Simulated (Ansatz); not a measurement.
Basis-set extrapolation for C₄H₆OS, SMILES `O=C1CCSC1` (PBE0-D4/def2-TZVP geometry, frozen core, Ansatz 0.2.0). Multiplicity 1, RHF reference.

```csv
,def2-TZVPP,def2-QZVPP
HF,-627.458658,-627.480154
MP2 correlation,-1.057953,-1.133881
CCSD(T) correlation,-1.149473,not run
```

Energies in hartree. Use E(X) = E(∞) + A·exp(−7.88·√X) for Hartree–Fock and E(X) = E(∞) + B·X^(−2.97) for correlation, with X = 3 and 4, and add CCSD(T) minus MP2 of the smaller set to the MP2 limit.

Q: What is the CCSD(T) energy at the basis-set limit?

A: HF limit: -627.480154 + (-0.021496) × 0.13774 = -627.48311. MP2 limit: -1.133881 + (-0.075928) × 0.74074 = -1.19012. Higher-order term: -1.149473 − (-1.057953) = -0.09152. Total: -628.76475 hartree, 411.2 kJ/mol below CCSD(T)/def2-TZVPP.
